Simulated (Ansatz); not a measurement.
`[CH3][Mg][Cl]` + NH₃ → `[NH2][Mg][Cl]` + CH₄ at 600 K and 1 bar (ligand exchange at a Mg–C bond).

Program: Ansatz. Geometries: PBE0-D4/def2-TZVP. ΔE: electronic, gas phase. CCSD(T)/CBS adds triple-zeta CCSD(T) − MP2 to the extrapolated MP2 energy (def2 sets, frozen cores). This one scheme is used for every species. For Mg outer-core shells are correlated without core-valence functions, which leaves a few kJ/mol of doubt a bond. Each species was taken in one conformer, which may not be the lowest.

```
        species  CCSD(T)/CBS energy (Eh)  H − E (kJ/mol)  S (J/(mol·K))
`[CH3][Mg][Cl]`               -699.60606           134.5          346.1
            NH₃                -56.50880           112.4          219.5
`[NH2][Mg][Cl]`               -715.67895           105.7          343.6
            CH₄                -40.46206           140.4          215.7
```

H − E and S are ideal-gas, rigid-rotor, harmonic terms from PBE0-D4/def2-TZVP, for one conformer and one mirror image of each species. 1 Eh = 2625.50 kJ/mol, R = 8.31446 J/(mol·K).

Question: By hand: ΔE, ΔH, ΔS and ΔG.

Answer: ΔE = (-715.67895) + (-40.46206) − (-699.60606) − (-56.50880) = -0.02615 Eh = -68.7 kJ/mol. Δ(H − E) = 105.7 + 140.4 − 134.5 − 112.4 = -0.8, so ΔH = -69.5 kJ/mol. ΔS = 343.6 + 215.7 − 346.1 − 219.5 = -6.3 J/(mol·K). ΔG = -69.5 − 600 × (-6.3)/1000 = -65.7 kJ/mol.

Question: By hand: the equilibrium constant, and the temperature at which ΔG would vanish if ΔH and ΔS stayed fixed.

Answer: log₁₀ K = −ΔG/(RT ln 10) = 5.7. ΔG = 0 at ΔH/ΔS = 11032 K, far beyond where these terms or the molecules hold.

The number of gas molecules stays the same, so ΔS is small and ΔH decides. A doubt of 5 kJ/mol in ΔE shifts log₁₀ K by 0.4 here. Other conformers and mirror images would add mixing entropy, several J/(mol·K) or more a flexible species. These are equilibria of isolated gas molecules and say nothing of rates. Largest T1 diagnostic: 0.008 (customary marks: 0.02 for closed shells, 0.045 for open ones).
